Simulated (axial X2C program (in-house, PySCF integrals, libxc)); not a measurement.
Worked dissociation energy of NaAl: PBE0, 2c

All values were computed with an in-house relativistic program for diatomic molecules. Two-component (2c) means X2C with spin–orbit coupling and atomic mean-field two-electron Coulomb and Gaunt terms. Basis: Al dyall-v3z [8s8p2d1f], Na dyall-cv3z [9s8p5d2f] (cores contracted in-house); Gaussian nuclei, density fitting, unrestricted open shells. Masses: Al 26.982 u, Na 22.990 u.

Molecular state: Ω = 0 (closed shell).

| Quantity | Value |
| --- | --- |
| E(Al) (2M_J = 1) | -242.668864 hartree |
| E(Na) (2M_J = 1) | -162.380946 hartree |
| E(NaAl) at Re | -405.075476 hartree |
| ωe | 190.5 cm⁻¹ |
| ωexe | 0.678 cm⁻¹ |

**Question.** Work out De and D0.

**Answer.** De = -242.668864 + (-162.380946) − (-405.075476) = 0.02567 hartree = 0.698 eV. The zero-point energy is ωe/2 − ωexe/4 = 95 cm⁻¹ = 0.012 eV, so D0 = 0.687 eV.

One determinant describes the state; a PBE0 search over occupations chose it and may have missed a lower one. Closed shells are restricted here (equal orbitals for both partners); the stretched side of such a curve lies too high. De is counted from the lowest determinant-based energies of the atoms at the same level, without counterpoise correction. The 2c atoms are single determinants rather than J levels; their spin–orbit lowering is only partly caught, and De is too large by that part. This holds for PBE0. Other states lie close and PBE0, whose exact exchange favours high spin, may order them wrongly; the determinant shown need not be the ground state. The nearest other 2c determinant of the search, Ω = 2, lies 0.16 eV up at the distance of the search. The functionals have no current-density term, which raises determinants with orbital currents, atoms included.

Each atomic determinant is the lowest at this level and need not be a pure J level. Totals compare only within one Hamiltonian and basis.
